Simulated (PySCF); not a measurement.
**From a log to its input**

A PySCF 2.14 run on the atoms S 0 0 0; F 0 0 1.6 (angstrom) printed this (some set-up lines and the per-cycle HOMO/LUMO lines with their warnings removed):

```
PySCF version 2.14.0


nuclear repulsion = 47.6259489828
number of shells = 10
number of NR pGTOs = 67
number of NR cGTOs = 32
basis = cc-pvdz
ecp = {}

******** <class 'pyscf.scf.uhf.UHF'> ********
method = UHF
initial guess = minao
damping factor = 0
level_shift factor = 0
DIIS = <class 'pyscf.scf.diis.CDIIS'>
SCF conv_tol = 1e-09
SCF max_cycles = 50
number electrons alpha = 13  beta = 12
init E= -496.852207277136

cycle= 1 E= -496.873276453851  delta_E= -0.0211  |g|= 0.265  |ddm|= 1.04
cycle= 2 E= -496.900103904916  delta_E= -0.0268  |g|= 0.133  |ddm|= 0.263
cycle= 3 E= -496.906557988704  delta_E= -0.00645  |g|= 0.0366  |ddm|= 0.0869
cycle= 4 E= -496.907369903659  delta_E= -0.000812  |g|= 0.0106  |ddm|= 0.0293
cycle= 5 E= -496.907553336854  delta_E= -0.000183  |g|= 0.00434  |ddm|= 0.0165
cycle= 6 E= -496.907596913395  delta_E= -4.36e-05  |g|= 0.00138  |ddm|= 0.00971
cycle= 7 E= -496.907601059466  delta_E= -4.15e-06  |g|= 0.00034  |ddm|= 0.00351
cycle= 8 E= -496.907601297162  delta_E= -2.38e-07  |g|= 0.000177  |ddm|= 0.000723
cycle= 9 E= -496.907601393923  delta_E= -9.68e-08  |g|= 8.25e-05  |ddm|= 0.000526
cycle= 10 E= -496.907601415546  delta_E= -2.16e-08  |g|= 2.02e-05  |ddm|= 0.000328
cycle= 11 E= -496.907601416204  delta_E= -6.57e-10  |g|= 5.48e-06  |ddm|= 5.27e-05
Extra cycle  E= -496.907601416226  delta_E= -2.25e-11  |g|= 2.96e-06  |ddm|= 5.06e-06
converged SCF energy = -496.907601416226  <S^2> = 0.7606452  2S+1 = 2.010617

******** <class 'pyscf.cc.uccsd.UCCSD'> ********
CC2 = 0
CCSD nocc = (np.int64(13), np.int64(12)), nmo = (32, 32)
max_cycle = 50
direct = 0
conv_tol = 1e-07
conv_tol_normt = 1e-06
Init t2, MP2 energy = -0.300755222636651
Init E_corr(UCCSD) = -0.300755222641718
cycle = 1  E_corr(UCCSD) = -0.307199036612538  dE = -0.00644381397  norm(t1,t2) = 0.0765871
cycle = 2  E_corr(UCCSD) = -0.316014985221278  dE = -0.00881594861  norm(t1,t2) = 0.0242486
cycle = 3  E_corr(UCCSD) = -0.316406848151091  dE = -0.00039186293  norm(t1,t2) = 0.0171018
cycle = 4  E_corr(UCCSD) = -0.318425169083945  dE = -0.00201832093  norm(t1,t2) = 0.00878742
cycle = 5  E_corr(UCCSD) = -0.318339383833633  dE = 8.57852503e-05  norm(t1,t2) = 0.00322976
cycle = 6  E_corr(UCCSD) = -0.318248108090395  dE = 9.12757432e-05  norm(t1,t2) = 0.000838165
cycle = 7  E_corr(UCCSD) = -0.318275538552323  dE = -2.74304619e-05  norm(t1,t2) = 0.000367441
cycle = 8  E_corr(UCCSD) = -0.318279828391028  dE = -4.28983871e-06  norm(t1,t2) = 9.55174e-05
cycle = 9  E_corr(UCCSD) = -0.318277901671627  dE = 1.9267194e-06  norm(t1,t2) = 4.07041e-05
cycle = 10  E_corr(UCCSD) = -0.31827802510779  dE = -1.23436163e-07  norm(t1,t2) = 1.33556e-05
cycle = 11  E_corr(UCCSD) = -0.318278005538679  dE = 1.95691118e-08  norm(t1,t2) = 5.43345e-06
cycle = 12  E_corr(UCCSD) = -0.318277894410757  dE = 1.11127921e-07  norm(t1,t2) = 2.44278e-06
cycle = 13  E_corr(UCCSD) = -0.318277880321012  dE = 1.40897456e-08  norm(t1,t2) = 8.55794e-07
UCCSD converged
E(UCCSD) = -497.2258792965472  E_corr = -0.3182778803210116
Dipole moment(X, Y, Z, Debye):  0.00000, -0.00000, -1.49707
orbital energies (hartree): [array([-0.6675, -0.4661, -0.4036,  0.1171,  0.6133,  0.6174]), array([-0.6638, -0.638 , -0.3829,  0.0094,  0.1409,  0.6411])]
```

Write the input that gave this log.

The input was:

```python
from pyscf import gto, scf, cc

mol = gto.M(
    atom='S 0 0 0; F 0 0 1.6',
    basis='cc-pvdz',
    charge=0,
    spin=1,
    verbose=4,
)
mf = scf.UHF(mol)
mf.kernel()
mycc = cc.CCSD(mf)
mycc.kernel()
mf.dip_moment()
print('orbital energies (hartree):', [e[max(0, n-3):n+3].round(4) for e, n in zip(mf.mo_energy, mol.nelec)])
```

The bond length is a typed value, not an optimised one. No search for the lowest solution was made.
